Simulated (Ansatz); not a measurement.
This script drives Ansatz 0.2.0, Python API.

`relaxed_scan.py`
```python
'''One bond of AlFH2O held at set lengths while the rest relaxes.'''

import ansatz as az
from ase import Atoms
import numpy as np

atoms = Atoms(['O', 'Al', 'F', 'H', 'H'], positions=[
    (-1.02172, 0.32581, -0.32727),
    (0.47297, -0.13911, 0.1441),
    (0.77878, -1.5669, 0.91206),
    (-1.87114, 0.62867, -0.61433),
    (1.6411, 0.75153, -0.11456),
])
molecule = az.Crystal.molecule_from_ase(atoms)

calc = (
    molecule.calculation()
    .basis(gaussian='def2-SVP')
    .functional('b3lyp')
)
symbols = [site.symbol for site in molecule.cartesian_sites]
pairs = [(0, 1), (0, 3), (1, 2), (1, 4)]
print('held (A)   E (eV)        ', '  '.join(f'{symbols[i]}{i}-{symbols[j]}{j}' for i, j in pairs))
for length in [1.37, 1.49, 1.61, 1.79, 2.01]:
    summary = calc.relax(constraints=[az.DistanceConstraint((1, 4), at=length)], force_tolerance=0.02, max_steps=60).run().report
    xyz = np.array(summary['positions_ang'])
    print(f'{length:6.2f} {summary["free_energy_ev"]:14.5f}  ', '  '.join(f'{np.linalg.norm(xyz[i] - xyz[j]):.3f}' for i, j in pairs))
```

It is started by `python relaxed_scan.py`. How long does it take on 1 thread of Arm Neoverse V1, with other jobs on the host, and how much memory does it need?

It took about 99 s, with a peak of 0.2 GiB, for 5 runs of the engine.

```console
$ python relaxed_scan.py
held (A)   E (eV)         O0-Al1  O0-H3  Al1-F2  Al1-H4
DeckWarning: relax.constraints: the input's atoms, or those drawn, lie off the distances that are held; a relaxation that starts there is brought onto them ahead of its first SCF, by positions alone, an atom by 6.08e-2 Å at the most. With the symmetry detection on, the symmetry is detected on the input's atoms as so brought (as typed, where only the drawn atoms reach the distances), and notices that speak of the structure as typed mean those atoms
  1.37   -11391.03125   1.694  0.961  1.668  1.370
  1.49   -11391.34046   1.693  0.961  1.667  1.490
  1.61   -11391.36532   1.692  0.961  1.666  1.610
  1.79   -11391.09193   1.690  0.962  1.664  1.790
  2.01   -11390.51526   1.689  0.962  1.662  2.010
```
(Warnings from the package without file and line, repeats left out.)

Reading the output:
- Total energies depend on the basis set; only differences at equal settings carry meaning.
- The energies are electronic: no zero-point or thermal terms, and the basis set is short of its limit.
- b3lyp holds the VWN-RPA fit, as in Gaussian; the form of ORCA and Turbomole is b3lyp5.
